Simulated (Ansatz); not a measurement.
Ideal-gas functions of `[SiH3]BCl` at 500 K and 1 bar, from an Ansatz frequency run at PBE0-D4/def2-TZVP.

Molar mass 78.38 g/mol, point group Cs (symmetry number 1), electronic degeneracy 1, moments of inertia 17.277, 187.479, 198.923 u Å². Harmonic wavenumbers (cm⁻¹, unscaled): 39, 185, 438, 479, 667, 754, 857, 888, 931, 941, 1071, 2207, 2210, 2234, 2633.

Use S(trans) = R[1.5 ln M + 2.5 ln T − 1.1517]; rotational temperatures θ = 24.2544 K / I; S(rot) = R[ln(√π/σ · √(T³/θAθBθC)) + 1.5]; for each mode x = 1.438777 ν̃/T, S = R[x/(eˣ − 1) − ln(1 − e⁻ˣ)] and H = RT x/(eˣ − 1); 1 cm⁻¹ = 0.0119627 kJ/mol; R = 8.31446 J/(mol·K).

Task: By hand: the entropy, in J/(mol·K).

Result: Translation 174.0. Rotation: θ = 1.4039, 0.1294, 0.1219 K, giving 110.6. Vibration, mode by mode: 26.50, 13.65, 6.92, 6.27, 4.06, 3.33, 2.64, 2.46, 2.23, 2.18, 1.62, 0.11, 0.11, 0.10, 0.04, in all 72.2. Electronic 0.0. Sum 356.8 J/(mol·K).

Task: By hand: H − E and G − E in kJ/mol, counted from the electronic energy.

Result: Zero-point energy ½ × 16534 × 0.0119627 = 98.9; thermal vibration 17.9; translation, rotation and pV give 4 RT = 16.6. H − E = 133.4 kJ/mol, and G − E = 133.4 − 500 × 356.8/1000 = -45.0 kJ/mol.

Vibration gives 20 % of the entropy, 26.5 J/(mol·K) of it from the mode under 150 cm⁻¹: soft modes count most, and the harmonic formula is weakest for them.
